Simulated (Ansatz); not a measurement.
Ansatz (a program for electronic structure) input (B3LYP-D3(BJ)/def2-TZVP):

Ansatz 0.2 input:
```yaml
crystal:
  periodic: [false, false, false]
  atoms:
    - {symbol: C, position_ang: [0.00338377, 0.10886783, 0.55856994]}
    - {symbol: C, position_ang: [-0.00493192, 1.40362732, -0.22443988]}
    - {symbol: C, position_ang: [0.00154860, -1.23332597, -0.22868881]}
    - {symbol: H, position_ang: [-0.86721713, 0.06866735, 1.23737251]}
    - {symbol: H, position_ang: [0.88297494, 0.07298702, 1.22592807]}
    - {symbol: H, position_ang: [0.00802955, -2.13036317, 0.42385519]}
    - {symbol: H, position_ang: [0.88047196, 1.44474346, -0.88717900]}
    - {symbol: H, position_ang: [-0.89911906, 1.44035123, -0.87554232]}
    - {symbol: H, position_ang: [-0.88326491, -1.28787415, -0.87278214]}
    - {symbol: H, position_ang: [0.87812193, -1.28352684, -0.88429978]}
basis:
  gaussian:
    orbitals: def2-TZVP
hamiltonian:
  xc: b3lyp
  dispersion: d3bj
total_charge: -1
phonons: {temperatures: {t_min: 298.15, t_max: 298.15, t_step: 100}}
```

Output:

```
Functional definition: B3LYP
integrals: 0.04 GiB planned
848 factors; their error is unknown
mean field: 0.46 GiB planned
mean field evaluation 1: about -3218.4941 eV, gradient 4.9e1 eV
mean field evaluation 2: about -3189.7617 eV, gradient 9.2e1 eV
mean field evaluation 4: about -3224.6290 eV, gradient 7.3e0 eV
mean field evaluation 8: about -3224.7860 eV, gradient 2.2e-1 eV
mean field evaluation 16: about -3224.7640 eV, gradient 7.8e-5 eV
mean field -3224.76399473 eV, -118.5078909829 hartree, gradient 1.6e-5 eV, S^2 0.000000; 0 other end points of the search recorded, 0 dependent functions left out
the calculation of the forces begins
reference -3224.76423059 eV, -118.5078996505 hartree; 13, 13 occupied and 122, 122 virtual orbitals, 848 factors
these checks for a lower state are left out or cut short: stability, starts, cluster_reference, orbital_swaps, neighbouring_geometries, increment
integrals: 0.04 GiB planned
848 factors; their error is unknown
mean field: 0.46 GiB planned
mean field -3224.76386247 eV, -118.5078861225 hartree, gradient 1.7e-6 eV, S^2 0.000000; 0 other end points of the search recorded, 0 dependent functions left out
the calculation of the forces begins
reference -3224.76409856 eV, -118.5078947986 hartree; 13, 13 occupied and 122, 122 virtual orbitals, 848 factors
these checks for a lower state are left out or cut short: stability, starts, cluster_reference, orbital_swaps, neighbouring_geometries, increment
integrals: 0.04 GiB planned
848 factors; their error is unknown
mean field: 0.46 GiB planned
mean field evaluation 32: about -3224.7638 eV, gradient 6.8e-3 eV
mean field -3224.76383912 eV, -118.5078852641 hartree, gradient 1.8e-6 eV, S^2 0.000000; 0 other end points of the search recorded, 0 dependent functions left out
the calculation of the forces begins
reference -3224.76407475 eV, -118.5078939233 hartree; 13, 13 occupied and 122, 122 virtual orbitals, 848 factors
these checks for a lower state are left out or cut short: stability, starts, cluster_reference, orbital_swaps, neighbouring_geometries, increment
integrals: 0.04 GiB planned
848 factors; their error is unknown
mean field: 0.46 GiB planned
mean field -3224.76385940 eV, -118.5078860096 hartree, gradient 1.8e-6 eV, S^2 0.000000; 0 other end points of the search recorded, 0 dependent functions left out
the calculation of the forces begins
reference -3224.76409526 eV, -118.5078946773 hartree; 13, 13 occupied and 122, 122 virtual orbitals, 848 factors
these checks for a lower state are left out or cut short: stability, starts, cluster_reference, orbital_swaps, neighbouring_geometries, increment
integrals: 0.04 GiB planned
848 factors; their error is unknown
mean field: 0.45 GiB planned
mean field -3224.76386247 eV, -118.5078861222 hartree, gradient 1.8e-6 eV, S^2 0.000000; 0 other end points of the search recorded, 0 dependent functions left out
the calculation of the forces begins
reference -3224.76409833 eV, -118.5078947899 hartree; 13, 13 occupied and 122, 122 virtual orbitals, 848 factors
these checks for a lower state are left out or cut short: stability, starts, cluster_reference, orbital_swaps, neighbouring_geometries, increment
integrals: 0.04 GiB planned
848 factors; their error is unknown
mean field: 0.46 GiB planned
mean field -3224.76389191 eV, -118.5078872042 hartree, gradient 1.8e-6 eV, S^2 0.000000; 0 other end points of the search recorded, 0 dependent functions left out
the calculation of the forces begins
reference -3224.76412758 eV, -118.5078958650 hartree; 13, 13 occupied and 122, 122 virtual orbitals, 848 factors
these checks for a lower state are left out or cut short: stability, starts, cluster_reference, orbital_swaps, neighbouring_geometries, increment
integrals: 0.04 GiB planned
[...]
integrals: 0.04 GiB planned
848 factors; their error is unknown
mean field: 0.46 GiB planned
mean field -3224.76397417 eV, -118.5078902272 hartree, gradient 1.8e-6 eV, S^2 0.000000; 0 other end points of the search recorded, 0 dependent functions left out
the calculation of the forces begins
reference -3224.76421007 eV, -118.5078988964 hartree; 13, 13 occupied and 122, 122 virtual orbitals, 848 factors
these checks for a lower state are left out or cut short: stability, starts, cluster_reference, orbital_swaps, neighbouring_geometries, increment
integrals: 0.04 GiB planned
848 factors; their error is unknown
mean field: 0.46 GiB planned
mean field -3224.76394139 eV, -118.5078890226 hartree, gradient 1.8e-6 eV, S^2 0.000000; 0 other end points of the search recorded, 0 dependent functions left out
the calculation of the forces begins
reference -3224.76417721 eV, -118.5078976887 hartree; 13, 13 occupied and 122, 122 virtual orbitals, 848 factors
these checks for a lower state are left out or cut short: stability, starts, cluster_reference, orbital_swaps, neighbouring_geometries, increment
integrals: 0.04 GiB planned
848 factors; their error is unknown
mean field: 0.45 GiB planned
mean field -3224.76394023 eV, -118.5078889798 hartree, gradient 1.8e-6 eV, S^2 0.000000; 0 other end points of the search recorded, 0 dependent functions left out
the calculation of the forces begins
reference -3224.76417608 eV, -118.5078976474 hartree; 13, 13 occupied and 122, 122 virtual orbitals, 848 factors
these checks for a lower state are left out or cut short: stability, starts, cluster_reference, orbital_swaps, neighbouring_geometries, increment
integrals: 0.04 GiB planned
848 factors; their error is unknown
mean field: 0.46 GiB planned
mean field evaluation 192: about -3224.7639 eV, gradient 2.8e-4 eV
mean field -3224.76392157 eV, -118.5078882941 hartree, gradient 1.8e-6 eV, S^2 0.000000; 0 other end points of the search recorded, 0 dependent functions left out
the calculation of the forces begins
reference -3224.76415743 eV, -118.5078969618 hartree; 13, 13 occupied and 122, 122 virtual orbitals, 848 factors
these checks for a lower state are left out or cut short: stability, starts, cluster_reference, orbital_swaps, neighbouring_geometries, increment
integrals: 0.04 GiB planned
848 factors; their error is unknown
mean field: 0.46 GiB planned
mean field -3224.76401188 eV, -118.5078916131 hartree, gradient 1.7e-6 eV, S^2 0.000000; 0 other end points of the search recorded, 0 dependent functions left out
the calculation of the forces begins
reference -3224.76424777 eV, -118.5079002817 hartree; 13, 13 occupied and 122, 122 virtual orbitals, 848 factors
these checks for a lower state are left out or cut short: stability, starts, cluster_reference, orbital_swaps, neighbouring_geometries, increment
integrals: 0.04 GiB planned
848 factors; their error is unknown
mean field: 0.45 GiB planned
mean field -3224.76395950 eV, -118.5078896882 hartree, gradient 1.8e-6 eV, S^2 0.000000; 0 other end points of the search recorded, 0 dependent functions left out
the calculation of the forces begins
reference -3224.76419534 eV, -118.5078983550 hartree; 13, 13 occupied and 122, 122 virtual orbitals, 848 factors
these checks for a lower state are left out or cut short: stability, starts, cluster_reference, orbital_swaps, neighbouring_geometries, increment
integrals: 0.04 GiB planned
848 factors; their error is unknown
mean field: 0.45 GiB planned
mean field -3224.76394703 eV, -118.5078892299 hartree, gradient 1.8e-6 eV, S^2 0.000000; 0 other end points of the search recorded, 0 dependent functions left out
the calculation of the forces begins
reference -3224.76418292 eV, -118.5078978987 hartree; 13, 13 occupied and 122, 122 virtual orbitals, 848 factors
these checks for a lower state are left out or cut short: stability, starts, cluster_reference, orbital_swaps, neighbouring_geometries, increment
integrals: 0.04 GiB planned
848 factors; their error is unknown
mean field: 0.46 GiB planned
mean field -3224.76396840 eV, -118.5078900152 hartree, gradient 1.8e-6 eV, S^2 0.000000; 0 other end points of the search recorded, 0 dependent functions left out
the calculation of the forces begins
reference -3224.76420423 eV, -118.5078986817 hartree; 13, 13 occupied and 122, 122 virtual orbitals, 848 factors
these checks for a lower state are left out or cut short: stability, starts, cluster_reference, orbital_swaps, neighbouring_geometries, increment
integrals: 0.04 GiB planned
848 factors; their error is unknown
mean field: 0.46 GiB planned
mean field evaluation 224: about -3224.7837 eV, gradient 4.8e-1 eV
mean field -3224.76391432 eV, -118.5078880279 hartree, gradient 1.8e-6 eV, S^2 0.000000; 0 other end points of the search recorded, 0 dependent functions left out
the calculation of the forces begins
reference -3224.76415018 eV, -118.5078966953 hartree; 13, 13 occupied and 122, 122 virtual orbitals, 848 factors
these checks for a lower state are left out or cut short: stability, starts, cluster_reference, orbital_swaps, neighbouring_geometries, increment
integrals: 0.04 GiB planned
848 factors; their error is unknown
mean field: 0.46 GiB planned
mean field -3224.76393542 eV, -118.5078888031 hartree, gradient 1.8e-6 eV, S^2 0.000000; 0 other end points of the search recorded, 0 dependent functions left out
the calculation of the forces begins
reference -3224.76417128 eV, -118.5078974710 hartree; 13, 13 occupied and 122, 122 virtual orbitals, 848 factors
these checks for a lower state are left out or cut short: stability, starts, cluster_reference, orbital_swaps, neighbouring_geometries, increment
integrals: 0.04 GiB planned
848 factors; their error is unknown
mean field: 0.46 GiB planned
mean field -3224.76395443 eV, -118.5078895020 hartree, gradient 1.8e-6 eV, S^2 0.000000; 0 other end points of the search recorded, 0 dependent functions left out
the calculation of the forces begins
reference -3224.76419029 eV, -118.5078981693 hartree; 13, 13 occupied and 122, 122 virtual orbitals, 848 factors
these checks for a lower state are left out or cut short: stability, starts, cluster_reference, orbital_swaps, neighbouring_geometries, increment
integrals: 0.04 GiB planned
848 factors; their error is unknown
mean field: 0.46 GiB planned
mean field -3224.76400644 eV, -118.5078914132 hartree, gradient 1.8e-6 eV, S^2 0.000000; 0 other end points of the search recorded, 0 dependent functions left out
the calculation of the forces begins
reference -3224.76424231 eV, -118.5079000812 hartree; 13, 13 occupied and 122, 122 virtual orbitals, 848 factors
these checks for a lower state are left out or cut short: stability, starts, cluster_reference, orbital_swaps, neighbouring_geometries, increment
integrals: 0.04 GiB planned
848 factors; their error is unknown
mean field: 0.45 GiB planned
mean field evaluation 256: about -3224.7639 eV, gradient 6.8e-3 eV
mean field -3224.76394155 eV, -118.5078890283 hartree, gradient 1.8e-6 eV, S^2 0.000000; 0 other end points of the search recorded, 0 dependent functions left out
the calculation of the forces begins
reference -3224.76417741 eV, -118.5078976962 hartree; 13, 13 occupied and 122, 122 virtual orbitals, 848 factors
these checks for a lower state are left out or cut short: stability, starts, cluster_reference, orbital_swaps, neighbouring_geometries, increment
integrals: 0.04 GiB planned
848 factors; their error is unknown
mean field: 0.46 GiB planned
mean field -3224.76396349 eV, -118.5078898349 hartree, gradient 1.8e-6 eV, S^2 0.000000; 0 other end points of the search recorded, 0 dependent functions left out
the calculation of the forces begins
reference -3224.76419935 eV, -118.5078985024 hartree; 13, 13 occupied and 122, 122 virtual orbitals, 848 factors
Total energy: -3225.01163848 eV, -118.5169917228 hartree
Atom 0 at     0.003384     0.108868     0.558570 Å, force     0.000006    -0.000557     0.000650 eV/Å
Atom 1 at    -0.004932     1.403627    -0.224440 Å, force    -0.000003     0.000326    -0.000293 eV/Å
Atom 2 at     0.001549    -1.233326    -0.228689 Å, force    -0.000007     0.000381    -0.000918 eV/Å
Atom 3 at    -0.867217     0.068667     1.237373 Å, force    -0.000211     0.000007     0.000113 eV/Å
Atom 4 at     0.882975     0.072987     1.225928 Å, force     0.000212     0.000008     0.000111 eV/Å
Atom 5 at     0.008030    -2.130363     0.423855 Å, force     0.000002     0.000063     0.000285 eV/Å
Atom 6 at     0.880472     1.444743    -0.887179 Å, force     0.000028     0.000044    -0.000066 eV/Å
Atom 7 at    -0.899119     1.440351    -0.875542 Å, force    -0.000029     0.000044    -0.000066 eV/Å
Atom 8 at    -0.883265    -1.287874    -0.872782 Å, force    -0.000068    -0.000158     0.000092 eV/Å
Atom 9 at     0.878122    -1.283527    -0.884300 Å, force     0.000070    -0.000158     0.000091 eV/Å
Dipole moment:     0.002774    -1.028069     0.036214 e Å
Vibrations: 261.11 306.00 374.34 726.50 739.37 813.34 930.06 972.50 1086.65 1216.56 1291.86 1300.24 1347.33 1426.49 1451.55 1465.13 1483.20 2844.98 2872.18 2883.83 2887.38 2912.88 3004.17 3040.21 cm⁻¹, zero-point energy 2.333249 eV
```

It need not be the lowest isomer of its formula. Whether it binds its extra electron was not tested at this geometry.
